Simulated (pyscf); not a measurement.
## Hydrogen abstraction: Cl–CH₂–Cl + Cl atom (Cl•) → Cl–CH•–Cl + hydrogen chloride (HCl)

Gas phase, doublet surface, charge 0. Bonds broken: C2–H4. Bonds formed: H4–Cl6. Optimised with ωB97X-D3(BJ)/def2-SVP in PySCF. MP2 and CC: frozen core, UHF for open shells. ΔMP2 is the change of the MP2 total energy from the triple- to the quadruple-zeta basis.

Transition state (Å):

```xyz
6

Cl    -0.5718     1.9083    -0.2935
C      0.3566     0.4527    -0.3482
Cl     1.9907     0.5839     0.1979
H     -0.2205    -0.3731     0.4430
H      0.2827    -0.0510    -1.3200
Cl    -0.9758    -1.4043     1.2907
```

One imaginary mode, 1044i cm⁻¹; descent along it reached the two sides named, in the forms told below.

```tsv
bond	change	reactant side (Å)	saddle	product side
C2–H4	breaks	1.095	1.281	2.362
H4–Cl6	forms	2.8	1.534	1.287
```

Electronic energies relative to the separated reactants (kcal/mol):

```tsv
level	barrier	reaction energy	reverse barrier
ωB97X-D3(BJ)/def2-TZVP	1.8	-4.1	5.9
PBE/def2-TZVP	-9.9	-9.0	-0.9
r²SCAN/def2-TZVP	-7.2	-9.0	1.8
B3LYP-D3(BJ)/def2-TZVP	-2.9	-4.5	1.6
PBE0-D3(BJ)/def2-TZVP	-3.9	-6.2	2.4
M06-2X/def2-TZVP	2.1	-2.8	4.9
ωB97M-D3(BJ)/def2-TZVP	2.5	-3.9	6.4
HF/def2-TZVP	23.9	+3.7	20.2
MP2/def2-QZVPP	4.1	-3.6	7.6
CCSD/def2-TZVPP	8.4	-1.6	10.0
CCSD(T)/def2-TZVPP	5.3	-2.6	7.9
CCSD(T)/def2-TZVPP + ΔMP2(QZVPP)	4.6	-3.3	7.9
```

With CCSD(T)/def2-TZVPP + ΔMP2(QZVPP) energies and thermal terms (ideal gas, 1 atm, RRHO with modes under 100 cm⁻¹ raised to 100, one conformer, R ln 2 for rigid chiral ones), in kcal/mol:

```
T (K)   ΔH‡   ΔG‡    ΔH     ΔG
-----  ----  ----  ----  -----
298    -0.2   6.6  -7.0   -9.8
600     0.2  13.4  -6.6  -12.9
900     0.5  20.0  -6.6  -16.0
1200    0.7  26.4  -6.9  -19.1
```

On the reactant side the descent ends in what is likely a three-electron adduct, which functionals tend to overbind (not fully relaxed), 5.0 kcal/mol under the separated species and 6.8 kcal/mol under the saddle at ωB97X-D3(BJ)/def2-TZVP. At B3LYP-D3(BJ), PBE0-D3(BJ) the saddle lies under the separated reactants, which points to a path from their complex (located at ωB97X-D3(BJ) alone). At PBE, r²SCAN this geometry lies under the reactants; that is no barrier but a single point on another level's saddle; such a level's own saddle, if it has one, lies nearer that side and is low. At PBE this geometry lies under the product side: in single points on another level's saddle the reverse barrier vanishes, and the forward threshold there is about the reaction energy. This is the saddle that the search found; another between the same sides may lie lower. The angle at the transferred H is 175°. The CCSD(T) − MP2 part came from Ansatz, without density fitting, on the same reference. Left out: orbital degeneracy and the spin-orbit lowering of Cl.
